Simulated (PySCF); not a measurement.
Molecule (SMILES): C=CF.
Geometry (B3LYP-D3(BJ)/def2-TZVP, fixed):
```xyz
6

C      0.0048     0.4339    -0.0020
C      1.1838    -0.1536     0.0049
F     -1.1460    -0.2672    -0.0028
H     -0.1758     1.5010    -0.0077
H      1.2800    -1.2303     0.0104
H      2.0778     0.4520     0.0052
```
Charge 0, spin multiplicity 1.

How fast the mean static polarisability converges with the basis for several methods (PySCF): deviation from each method's own reference, in %. References: HF 27.26 bohr³, the value in d-aug-cc-pVTZ; PBE 29.09 bohr³, the value in d-aug-cc-pVTZ; PBE0 28.06 bohr³, the value in d-aug-cc-pVTZ. All functions are spherical. Density fitting with generated auxiliary sets. In sets without p functions on hydrogen, species with hydrogen take exact integrals. No added dispersion term, no relativity. 

| basis | functions | HF | PBE | PBE0 |
|---|---|---|---|---|
| 3-21G | 33 | -34.0 | ___ | -35.7 |
| def2-SV(P) | 48 | -25.0 | ___ | -26.4 |
| 6-311+G** | 84 | -10.8 | ___ | -11.4 |
| aug-cc-pVDZ | 96 | -1.6 | ___ | -1.7 |
| def2-TZVP | 111 | -9.8 | ___ | -10.7 |
| jun-cc-pV(T+d)Z | 159 | -0.7 | ___ | -0.9 |
| 6-311++G(3df,3pd) | 171 | -1.8 | ___ | -2.0 |
| cc-pVQZ | 255 | -7.0 | ___ | -7.7 |

### Question
What belongs in the gaps?

### Answer

- 3-21G, PBE: -37.2
- def2-SV(P), PBE: -27.6
- 6-311+G**, PBE: -11.6
- aug-cc-pVDZ, PBE: -2.0
- def2-TZVP, PBE: -11.8
- jun-cc-pV(T+d)Z, PBE: -1.2
- 6-311++G(3df,3pd), PBE: -2.3
- cc-pVQZ, PBE: -8.7

Mean absolute deviation over 6-311+G**, def2-TZVP, jun-cc-pV(T+d)Z, 6-311++G(3df,3pd): HF 5.8, PBE0 6.3, PBE 6.7 %.
